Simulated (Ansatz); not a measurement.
## Worked example: correlation energy of SbH3⁺, doublet

Geometry: a PBE0/def2-TZVP stationary point for this spin, not checked as a minimum.

```json
{"atom": "Sb", "x (Å)": "0.0000", "y (Å)": "0.0000", "z (Å)": "-0.0130"}
{"atom": "H", "x (Å)": "1.5873", "y (Å)": "0.0135", "z (Å)": "0.5265"}
{"atom": "H", "x (Å)": "-0.8069", "y (Å)": "1.3701", "z (Å)": "0.5181"}
{"atom": "H", "x (Å)": "-0.7847", "y (Å)": "-1.3817", "z (Å)": "0.5215"}
```

Basis def2-TZVPP with its core potentials; Ansatz 0.2.0. Correlated methods freeze the noble-gas cores and the filled d shells of p-block atoms, which leaves 7 electrons in 83 orbitals. R marks a restricted (for open shells ROHF) determinant, U an unrestricted one. No spin–orbit coupling is included; scalar relativity enters through the core potentials alone.

Full CI isn't at hand for all of this; UCCSDT(Q) serves as the reference, and is uncertain by about the last step of the cluster series.

Runs differ by some tens of microhartree through their thresholds and, for an open shell, their frozen cores, so steps under 0.03 kcal/mol mean nothing.

```csv
level,total energy (hartree)
UHF,-240.678234
UMP2,-240.787691
UCCSD,-240.813020
UCCSD(T),-240.816334
UCCSDT,-240.817073
UCCSDT(Q),-240.817155
```

**Question.** What is the correlation energy at UCCSDT(Q), and what share of it do UMP2 and UCCSDT recover?

**Answer.** E(corr) = -240.817155 − (-240.678234) = -0.138921 hartree = -3.780 eV. UMP2: -0.109457 / -0.138921 = 78.79 %. UCCSDT: -0.138839 / -0.138921 = 99.94 %.

**Question.** By how many kcal/mol does UCCSD(T) miss UCCSDT(Q) (1 hartree = 627.509 kcal/mol), and which steps make up the rest?

**Answer.** -240.816334 − (-240.817155) = 0.000821 hartree = 0.52 kcal/mol. Steps: UCCSDT − UCCSD(T) = -0.46, UCCSDT(Q) − UCCSDT = -0.05 kcal/mol. That is within 1 kcal/mol of the reference in this basis, which itself misses far more of the correlation at the basis-set limit.
